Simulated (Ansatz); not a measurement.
The input, for Ansatz 0.2.0:

```yaml
crystal:
  periodic: [false, false, false]
  atoms:
    - {symbol: Hf, position_ang: [0.000000, 0.000000, 0.000000]}
    - {symbol: H, position_ang: [0.000000, 0.000000, 1.864769]}
basis:
  gaussian: {orbitals: def2-TZVP}
magnetization: {spin_polarized: true, initial_magnetization: 5}
hamiltonian: {xc: hf}
output: {orbitals: {seedname: orbitals}}
```

```sh
$ ansatz run in.yaml --threads 1 --pin off --events-out ev --progress --plain --max-ram 2393MiB
```

Output:

```
544 factors; their error is unknown
mean field evaluation 1: about -1300.3640 eV, gradient 7.2e0 eV
mean field evaluation 2: about -1300.7786 eV, gradient 2.0e0 eV
mean field evaluation 4: about -1300.8634 eV, gradient 2.4e-1 eV
mean field evaluation 8: about -1300.9135 eV, gradient 3.5e-3 eV
mean field evaluation 16: about -1300.9135 eV, gradient 3.5e-6 eV
mean field evaluation 32: about -1300.4157 eV, gradient 4.7e-1 eV
mean field evaluation 64: about -1299.9368 eV, gradient 4.3e0 eV
mean field evaluation 96: about -1300.5869 eV, gradient 6.2e-1 eV
mean field evaluation 128: about -1300.7123 eV, gradient 3.8e-1 eV
mean field evaluation 160: about -1299.7487 eV, gradient 2.4e-1 eV
mean field evaluation 192: about -1300.8443 eV, gradient 5.3e-1 eV
mean field evaluation 224: about -1300.0076 eV, gradient 2.8e0 eV
mean field -1300.91347915 eV, -47.8076885680 hartree, gradient 3.4e-6 eV, S^2 8.755588; 9 other end points of the search recorded, 0 dependent functions left out
reference -1300.91347915 eV, -47.8076885680 hartree; 9, 4 occupied and 37, 42 virtual orbitals, 544 factors
Total energy: -1300.91347915 eV, -47.8076885680 hartree
```

Ran on 1 thread of Arm Neoverse V1, shared host: 1.1 s wall, 0.08 GiB peak host memory.
